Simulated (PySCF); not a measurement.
Gas-phase XPS of `CC/C=C\[O-]`, computed

Species: C4H7O (charge -1).
Numbering: `[CH3:1][CH2:2]/[CH:3]=[CH:4]\[O-:5]`

Structure used (PBE0-D3(BJ)/def2-SVP), in Å, numbered top down from 1:
```
atom  x, y, z in Å
C1    -1.7133   -0.6422   -0.2598
C2    -0.5583    0.3592   -0.1586
C3     0.7320   -0.2106    0.3350
C4     1.8428   -0.2917   -0.4944
O5     1.9858    0.0843   -1.6837
H6    -2.6545   -0.1811   -0.6219
H7    -1.4468   -1.4656   -0.9430
H8    -1.9289   -1.0999    0.7227
H9    -0.3423    0.7642   -1.1636
H10   -0.9184    1.2199    0.4526
H11    0.8006   -0.6005    1.3597
H12    2.7379   -0.7692    0.0274
```

Theory: delta-SCF UKS SCAN, pcX-2 on the ionised atom, pcseg-1 elsewhere, spin-free X2C in PySCF 2.14.0. These are vertical core ionisation energies against the vacuum level, from separate self-consistent calculations with and without the core hole.

What binding energy does each computed site have?

```tsv
atom(s)	environment	level	binding energy (eV)	above the level's lowest (eV)	count
C3	carbon bonded to 2 C and H	C 1s	283.32	0.00	1
C2	allylic carbon	C 1s	285.52	+2.20	1
C4	vinylic carbon bearing oxygen	C 1s	285.63	+2.31	1
C1	methyl carbon	C 1s	286.09	+2.77	1
O5	enolate oxygen	O 1s	529.84	0.00	1
```

Lowest listed C 1s: C3, bonded to C (double bond), C and H. Highest, 2.77 eV above it: C1, bonded to C and 3 H.

Which photon energy gives electrons from C 1s of C2 a kinetic energy of 20 eV, and what is their de Broglie wavelength?

hν = 285.52 + 20 = 305.52 eV, recoil neglected; λ = 12.264 Å/√(E/eV) = 2.74 Å.

Spin contamination (⟨S²⟩ against 0.75 for a pure doublet) is marked for C 1s of C4 (0.94), which makes this value less certain. The species carries charge -1, so core ionisation leaves a neutral species. The basis sets have no added diffuse functions. Isolated species at its PBE0-D3(BJ)/def2-SVP geometry (one conformer only). The geometry's basis has no diffuse functions, a weakness for an anion.
